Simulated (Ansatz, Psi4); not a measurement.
Gas-phase reaction in SMILES: CS (CH4S) [methanethiol] -> [CH3] (CH3) + [SH] (HS) (the C-S bond breaks)

Property: bond dissociation energy (enthalpy at 298 K), in kcal/mol. Terms: no spin-orbit coupling; 6-311+G** with 5d, 6d on Na to Ar in Ansatz (a first-principles code); no dispersion term unless named; valence correlation only; non-relativistic; six Cartesian d functions in 6-31G* and its kin unless marked 5d; open shells spin-unrestricted. Basis-set limits of correlation are two-point, X^-3; Hartree-Fock from the larger set. Ab initio and DFT rows: single points at B3LYP-D3(BJ) geometries (Ansatz), with unscaled harmonic terms from B3LYP/6-31G* at its own minima.

Measured values: Active Thermochemical Tables 1.112 (ions: stationary electron), as tabulated in the package chemicals; G2/97 table in ASE (Curtiss et al.); they hold spin-orbit and core effects, anharmonicity. 

Value to compare with, the measured value: 74.7 kcal/mol.

| level | program | bond dissociation energy (enthalpy at 298 K) (kcal/mol) | error |
|---|---|---|---|
| HF/6-311+G** | Ansatz | 41.3 | -33.4 |
| SVWN5/6-31G* | Ansatz | 94.1 | 19.4 |
| PBE/3-21G | Ansatz | 72.4 | -2.3 |
| PBE/def2-SVP | Ansatz | 76.2 | 1.5 |
| PBE/6-311+G** | Ansatz | 74.0 | -0.7 |
| B3LYP/6-31G* | Ansatz | 70.5 | -4.2 |
| B3LYP/cc-pVDZ | Ansatz | 68.8 | -5.9 |
| B3LYP/6-311+G** | Ansatz | 67.4 | -7.3 |
| wB97X-D/6-31G* | Psi4 | 75.2 | 0.5 |
| MP2/3-21G | Ansatz | 56.3 | -18.4 |
| B3LYP-D3(BJ)/def2-TZVPD | Ansatz + dftd3 | 71.0 | -3.7 |
| CCSD(T)/CBS(cc-pV(T+d)Z,cc-pV(Q+d)Z) | Ansatz | 74.9 | 0.2 |

Among the 10 habitual levels, HF/6-311+G** lies farthest from the measured value (-33.4 kcal/mol); 3 of 10 lie above it, and their mean absolute error is 9.4 kcal/mol, the median 5.1. One case shows no general order.

The levels are drawn from those run, B3LYP/6-31G* more often than the rest, none by its result; runs whose electronic state is in doubt are left out.
